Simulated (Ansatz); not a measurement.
# C3H7O: single point in a Gaussian basis from a Python script

A script is to give a single point in a Gaussian basis; the system is C3H7O. SMILES: C[CH]OC.

Program: Ansatz 0.2.0, driven from Python. Level of theory: CCSD(T)/def2-SVP. These are calculated values, not measurements.

### Step 1. The system

Bond lengths: C1–C2 1.522 Å, C2–O3 1.414 Å, O3–C4 1.410 Å, C1–H5 1.110 Å, C1–H6 1.110 Å, C1–H7 1.110 Å, C2–H8 1.116 Å, C4–H9 1.109 Å, C4–H10 1.113 Å, C4–H11 1.112 Å. Angles (14 of 16 angles, heavy atoms first): C1–C2–O3 111.3°, C2–O3–C4 110.0°, C1–C2–H8 112.1°, O3–C2–H8 114.7°, C2–C1–H5 109.8°, C2–C1–H6 109.4°, C2–C1–H7 110.4°, O3–C4–H9 108.6°, O3–C4–H10 111.6°, O3–C4–H11 110.8°, H5–C1–H6 108.9°, H5–C1–H7 109.4°, H6–C1–H7 108.9°, H9–C4–H10 107.6°.

The script holds or builds the structure itself.

### Step 2. The script

Input file energy.py:

```python
"""Single point of C3H7O."""

from pathlib import Path

import ansatz as az

GEOMETRY = """
C    -1.45280    0.21620   -0.62740
C    -0.53190   -0.84340   -0.03870
O     0.79290   -0.68910   -0.50680
C     1.54970    0.05170    0.42430
H    -1.37360    0.21100   -1.73470
H    -2.50140   -0.00800   -0.34160
H    -1.18160    1.22140   -0.24310
H    -0.62990   -0.91640    1.07030
H     2.55900    0.22860   -0.00090
H     1.09120    1.04500    0.62680
H     1.67830   -0.51690    1.37180
"""


def main() -> None:
    c3h7o = az.Crystal.molecule()
    for line in GEOMETRY.strip().splitlines():
        symbol, *xyz = line.split()
        c3h7o = c3h7o.atom(symbol, [float(v) for v in xyz])

    calculation = (
        c3h7o.calculation()
        .basis(gaussian="def2-SVP")  # atom-centred Gaussian functions
        .correlation("ccsd_t")  # correlation on top of the mean field
        .spin("collinear", total=1)
        .orbitals()
    )
    print(calculation.to_yaml())
    out = calculation.run(threads=1, runs_dir="runs")
    data = out.report

    print(f"E = {data['free_energy_ev']:.6f} eV = {data['free_energy_ev'] / 27.211386246:.7f} Ha")
    print("converged:", data["converged"], " doubts:", data["published_state_doubts"] or "none")

    print("correlation energy", round(data["free_energy_ev"] - data["reference_energy_ev"], 5), "eV")
    cluster = data["correlation"].get("coupled_cluster")
    if cluster:
        print("cycles", cluster["cycles"], " T1 diagnostic", round(cluster["t1_diagnostic"], 4), " largest double", round(cluster["largest_double"], 4))

    field = data["mean_field"]
    print("<S^2> =", round(abs(field["state"]["spin_squared"]), 4), " relativity:", field["relativity"])
    print("passes:", field["passes"])
    if "symmetry" in field:
        print("occupied orbitals by irrep:", field["symmetry"]["occupied"])

    lines = Path(data["orbitals_path"]).read_text().splitlines()
    field_of = lambda key: [line.split("=")[1].strip() for line in lines if line.startswith(key)]
    orbitals = [(27.211386 * float(e), s, float(n)) for e, s, n in zip(field_of("Ene="), field_of("Spin="), field_of("Occup="))]
    homo = max(e for e, _, n in orbitals if n > 0.5)
    lumo = min(e for e, _, n in orbitals if n < 0.5)
    print(f"HOMO {homo:.3f} eV, LUMO {lumo:.3f} eV, gap {lumo - homo:.3f} eV")


if __name__ == "__main__":
    main()
```

### Step 3. Running it

Run with:

```
> python energy.py
```

Without the output at hand: what should come out? Wanted: total energy; <S²> of the mean field; T1 diagnostic.

**Answer**, as computed:

| quantity | value |
| --- | --- |
| total energy | -5251.2973 eV |
| <S²> of the mean field (pure state) | 0.759 (0.75) |
| T1 diagnostic | 0.0136 |

What this shows: A T1 diagnostic under about 0.02 supports a single-reference treatment, as here. What to keep in mind:
- The geometry is a force-field or estimated start, not a minimum of this method, and the basis set is short of its limit.
- The species is open-shell (spin multiplicity 2).
- Levels such as HOMO and LUMO are orbital energies: in Hartree-Fock the gap is too wide and the LUMO hangs on the basis.
- Inner cores stay frozen, so this is valence correlation.
